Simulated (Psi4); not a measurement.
Process, species as SMILES: S=C=S + 4 [H][H] (H2) → C (CH4) + 2 S (H2S)
B3LYP-D3(BJ)/def2-TZVP geometries, fixed; electronic energies without zero-point terms.

Basis-set convergence of the energy of full hydrogenation at MP2 with Psi4. Cartesian d functions, on some or all atoms, in 6-31G*; all else is spherical. Density fitting with the program's default auxiliary sets. Cores are frozen. Psi4's default fitting sets serve the pcseg sets less well. No added dispersion term, no relativity. Functions are those of the species that has most. Reference: Hartree-Fock in aug-cc-pV(Q+d)Z plus the correlation part extrapolated as X^-3 from aug-cc-pV(T+d)Z and aug-cc-pV(Q+d)Z, -61.83 kcal/mol, itself unsure by roughly 0.33 kcal/mol (a third of the extrapolation step and of the last Hartree-Fock step). Deviations are taken from unrounded values.

```json
[
 {"basis": "3-21G", "functions": "35", "energy of full hydrogenation (kcal/mol)": "-42.24", "minus reference (kcal/mol)": "19.59"},
 {"basis": "def2-SV(P)", "functions": "50", "energy of full hydrogenation (kcal/mol)": "-38.45", "minus reference (kcal/mol)": "23.38"},
 {"basis": "def2-SVP", "functions": "50", "energy of full hydrogenation (kcal/mol)": "-64.51", "minus reference (kcal/mol)": "-2.68"},
 {"basis": "pcseg-1", "functions": "50", "energy of full hydrogenation (kcal/mol)": "-60.76", "minus reference (kcal/mol)": "1.07"},
 {"basis": "6-31G*", "functions": "53", "energy of full hydrogenation (kcal/mol)": "-42.96", "minus reference (kcal/mol)": "18.87"},
 {"basis": "cc-pV(D+d)Z", "functions": "60", "energy of full hydrogenation (kcal/mol)": "-61.00", "minus reference (kcal/mol)": "0.83"},
 {"basis": "aug-pcseg-1", "functions": "77", "energy of full hydrogenation (kcal/mol)": "-64.01", "minus reference (kcal/mol)": "-2.17"},
 {"basis": "aug-cc-pV(D+d)Z", "functions": "87", "energy of full hydrogenation (kcal/mol)": "-66.24", "minus reference (kcal/mol)": "-4.41"},
 {"basis": "6-311++G(2d,2p)", "functions": "97", "energy of full hydrogenation (kcal/mol)": "-63.19", "minus reference (kcal/mol)": "-1.36"},
 {"basis": "cc-pV(Q+d)Z", "functions": "183", "energy of full hydrogenation (kcal/mol)": "-61.99", "minus reference (kcal/mol)": "-0.16"},
 {"basis": "pcseg-3", "functions": "192", "energy of full hydrogenation (kcal/mol)": "-62.80", "minus reference (kcal/mol)": "-0.97"},
 {"basis": "def2-QZVPP", "functions": "197", "energy of full hydrogenation (kcal/mol)": "-62.09", "minus reference (kcal/mol)": "-0.26"},
 {"basis": "aug-cc-pV(Q+d)Z", "functions": "264", "energy of full hydrogenation (kcal/mol)": "-62.24", "minus reference (kcal/mol)": "-0.40"}
]
```
